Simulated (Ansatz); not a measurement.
Input file for Ansatz (a program for electronic structure): R-PBE0/def2-TZVPPD on H2S (SMILES S). Files ending in .json are basis or fitting sets from the Basis Set Exchange.

Ansatz 0.2 input:
```yaml
crystal:
  periodic: [false, false, false]
  atoms:
    - {symbol: S, position_ang: [2.07983800, -0.08511200, 0.00018100]}
    - {symbol: H, position_ang: [2.33915400, 1.23101900, -0.00221400]}
    - {symbol: H, position_ang: [0.75384800, 0.13412100, -0.00353700]}
basis:
  gaussian:
    orbitals: def2-TZVPPD.json
hamiltonian:
  xc: {name: PBE0}
scf: {lower_state_search: off}
```

Q: Predict the final total energy.

A: -399.2635 hartree.
